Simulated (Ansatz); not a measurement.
Geometry optimisation, Ansatz 0.2.0, UKS PBE-D4/def2-SVP.

Input file:

```yaml
crystal:
  periodic: [false, false, false]
  atoms:
    - { symbol: "N", position_ang: [-1.04377, -0.24189, -0.26266] }
    - { symbol: B, position_ang: [0.23444, 0.14314, -0.14357] }
    - { symbol: O, position_ang: [1.12256, 0.01861, 0.86187] }
    - { symbol: H, position_ang: [-1.74599, -0.19471, -0.96963] }
    - { symbol: H, position_ang: [1.86585, 0.47602, 0.39453] }
    - { symbol: H, position_ang: [0.78464, -0.43025, 1.6354] }
magnetization:
  spin_polarized: true
  initial_magnetization: 1
basis:
  gaussian: { orbitals: def2-SVP }
hamiltonian:
  xc: pbe
  dispersion: d4
relax:
  f_tol: 0.02
  max_steps: 50
```

Run as:

```bash
$ ansatz run input.yaml --threads 1 --pin off --max-ram 2048MiB --backend cpu --events-out ev --progress --plain --runs-dir out
```

Question: Where does it end, and by what steps?

Answer: The forces met the threshold. After 17 steps the energy has fallen by 1.189 eV; H5 moved furthest, 0.51 Å.

| step | energy less start (eV) | largest force component (eV/Å) | accepted |
| --- | --- | --- | --- |
| 0 | 0.0000 | 5.260 | yes |
| 1 | -0.4763 | 2.002 | yes |
| 2 | -0.7195 | 1.020 | yes |
| 3 | -0.8774 | 1.201 | yes |
| 4 | -1.0251 | 0.535 | yes |
| 5 | -1.0919 | 0.880 | yes |
| 6 | -1.0594 | 1.922 | no |
| 7 | -1.1484 | 0.332 | yes |
| 8 | -1.1693 | 0.284 | yes |
| 9 | -1.1815 | 0.265 | yes |
| 10 | -1.1866 | 0.165 | yes |
| 11 | -1.1863 | 0.150 | no |
| 12 | -1.1871 | 0.157 | yes |
| 13 | -1.1890 | 0.021 | yes |
| 14 | -1.1890 | 0.033 | no |
| 15 | -1.1890 | 0.022 | yes |
| 16 | -1.1890 | 0.039 | no |
| 17 | -1.1890 | 0.001 | yes |

```xyz
6
Properties=species:S:1:pos:R:3
N -0.942 -0.181 -0.121
B 0.281 -0.011 -0.588
O 1.329 -0.217 0.685
H -1.801 -0.153 -0.672
H 1.772 0.640 0.872
H 0.579 -0.307 1.340
```

Time of the run: 34 s on 1 thread of Arm Neoverse V1, on a shared host, peak memory 0.14 GiB.
